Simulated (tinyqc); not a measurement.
Inside a calculation. Method: UHF in the sto-3g basis, for OH-, spin multiplicity 1. The basis has no diffuse functions, so it cannot describe the extra electron: this is an exercise in the method, not the real anion. One step of it, computed by the program tinyqc.

Task: Iteration 2: DIIS coefficients. Solve [B -1; -1 0][c; lambda] = [0; -1] for the coefficients, which sum to one.

B (overlaps of the stored error matrices):
```
               1              2
1  3.0135948e-01  1.9853295e-01
2  1.9853295e-01  1.4779444e-01
```

Give: DIIS coefficients.

Result:

DIIS coefficients: -0.9741  1.9741
